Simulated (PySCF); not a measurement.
SiS⁺ at r²SCAN0

Computed with r²SCAN0; Si pcseg-1, S pcseg-1; no relativity (PySCF 2.14).

For SiS⁺, the state is ²Π (doublet), unpaired electrons π ↑. The bond length is 2.073 Å and the harmonic wavenumber is 602 cm⁻¹. The force constant is 3.19 mdyn/Å. The rotational constant Be is 0.2630 cm⁻¹. The anharmonicity ωexe is 2.23 cm⁻¹. The vibration–rotation constant αe is 0.00142 cm⁻¹ and the well depth De to Si⁺ + S is 3.68 eV. The dissociation energy D0 is 3.64 eV. The bond order (Mayer) is 1.55 and the dipole moment (positive dipole points towards S; it is taken about the centre of mass and depends on that origin) is -2.63 D.

For an ion De counts to the pair picked by the measured ionisation energies or electron affinities, which need not be the lowest pair at this level. The state was picked by a PBE0 search and need not be the measured ground state.
